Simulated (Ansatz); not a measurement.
Harmonic frequencies (cm⁻¹) at PBE0-D4/def2-TZVP from Ansatz: 109, 218, 350, 413, 535, 552, 671, 858, 982, 1143, 1203, 1211, 1312, 1320, 1449, 1486, 3081, 3143.

(1) Which molecule is it?
A. `FC(F)C(F)F`
B. `CC(F)F`
C. `FCC(F)(F)F`
D. `C=CCF`

## Answers

(1) C.
